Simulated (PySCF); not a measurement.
Isomers of C3H7Cl, one conformer each; single-point electronic energies without zero-point terms and without any empirical dispersion term.

Computed with PySCF at wB97X-D/pcSseg-2, non-relativistic, each on one gas-phase PBE0-D3(BJ)/def2-TZVP geometry that isn't relaxed in the solvent. The solvent is an IEF-PCM continuum (cavity from Bondi-type radii × 1.2). Specific hydrogen bonds and non-electrostatic terms are outside this model.

| isomer | relative energy, gas (kcal/mol) | dipole (D) |
| --- | --- | --- |
| `CC(C)Cl` | 0.0 | 2.28 |
| `CCCCl` | 2.2 | 2.26 |

Q: How do the relative energies look in chloroform (ε = 4.711)?

A: 
| isomer | relative energy, solvent (kcal/mol) | E(solvent) − E(gas) (kcal/mol) | dipole in solvent (D) |
| --- | --- | --- | --- |
| `CC(C)Cl` | 0.0 | -2.1 | 2.83 |
| `CCCCl` | 2.3 | -2.1 | 2.72 |

The order is unchanged. Conformers: `[CH3:1][CH2:2][CH2:3][Cl:4]` with C1–C2–C3–Cl4 180°. The gains span 0.0 kcal/mol, the gas-phase energies 2.2 kcal/mol.
